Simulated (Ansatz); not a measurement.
Geometry optimisation, RKS PBE0/def2-SVP (Ansatz).

input.yaml

```yaml
crystal:
  periodic: [false, false, false]
  atoms:
    - { symbol: Si, position_ang: [0.270504, -0.019912, 0.024149] }
    - { symbol: Si, position_ang: [0.948396, -0.022555, 2.161078] }
    - { symbol: H, position_ang: [-0.019883, -0.267413, 3.270344] }
    - { symbol: H, position_ang: [2.006877, -1.081939, 2.219746] }
    - { symbol: H, position_ang: [1.597929, 1.31146, 2.352175] }
    - { symbol: H, position_ang: [1.651054, 0.186848, -0.425186] }
    - { symbol: F, position_ang: [-0.655932, 1.250041, -0.403236] }
    - { symbol: H, position_ang: [-0.337945, -1.25053, -0.548471] }
basis:
  gaussian: { orbitals: def2-SVP }
hamiltonian:
  xc: pbe0
relax:
  f_tol: 0.03
  max_steps: 50
```

Launched with:

```bash
$ ansatz run input.yaml --threads 1 --pin off --max-ram 2048MiB --backend cpu --events-out ev --progress --plain --runs-dir out
```

Problem. Where does it end, and by what steps?

Solution. The run converged. After 4 steps the energy has fallen by 0.238 eV; H6 moved furthest, 0.52 Å.

| step | energy less start (eV) | largest force component (eV/Å) | accepted |
| --- | --- | --- | --- |
| 0 | 0.0000 | 1.358 | yes |
| 1 | -0.1501 | 0.263 | yes |
| 2 | -0.1930 | 0.225 | yes |
| 3 | -0.2364 | 0.146 | yes |
| 4 | -0.2383 | 0.025 | yes |

```xyz
8
Properties=species:S:1:pos:R:3
Si 0.375 0.001 -0.037
Si 1.017 -0.007 2.218
H -0.164 -0.247 3.101
H 2.012 -1.106 2.425
H 1.650 1.296 2.582
H 1.551 0.215 -0.931
F -0.676 1.225 -0.289
H -0.305 -1.272 -0.417
```

Time of the run: 12 s on 1 thread of Arm Neoverse V2, with other jobs on the host, peak memory 0.14 GiB.
